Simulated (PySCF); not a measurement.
**Electric properties by functional and basis**

Compound: 2-butenal, C4H6O.
SMILES: `C/C=C/C=O`

PySCF, dipoles from the SCF density, polarisabilities from static response with core orbitals frozen. One conformer (not necessarily the lowest) at the PBE0-D3(BJ)/def2-SVP geometry, without solvent, vibrations or thermal averaging.

Problem. Compare the levels for these properties.

Solution. 

```
            level  μ (D)  α (Å³)  error (%)  anisotropy (Å³)
wB97X-D/def2-SVPD  4.274    8.39       -1.3             6.10
LC-wPBE/def2-SVPD  4.203    8.15       -4.1             5.91
      PBE0/6-31G*  3.898    6.91      -18.8             6.53
    PBE0/def2-SVP  3.905    7.17      -15.6             6.29
     PBE0/6-31+G*  4.264    7.96       -6.4             6.53
 PBE0/aug-cc-pVDZ  4.217    8.58       +1.0             6.32
   PBE0/def2-TZVP  4.123    8.09       -4.8             6.40
  PBE0/def2-TZVPD  4.210    8.59       +1.0             6.30
```

Reference polarisability: 8.500 Å³ (measured, gas; NIST CCCBDB Release 22 (SRD 101), experimental polarizabilities). The anisotropy is √(½[(α1 − α2)² + (α2 − α3)² + (α3 − α1)²]). For the polarisability, the smallest error is 1.0% (PBE0/aug-cc-pVDZ and PBE0/def2-TZVPD) and the largest 18.8% (PBE0/6-31G*). The dipole runs from 3.90 D (PBE0/6-31G*) to 4.27 D (wB97X-D/def2-SVPD). With PBE0 the polarisability is 7.39 Å³ without diffuse functions (mean of 6-31G*, def2-SVP and def2-TZVP) and 8.38 Å³ with them (mean of 6-31+G*, aug-cc-pVDZ and def2-TZVPD). Measured values can belong to vibrating molecules and may average over conformers; the computed ones are for one fixed geometry.
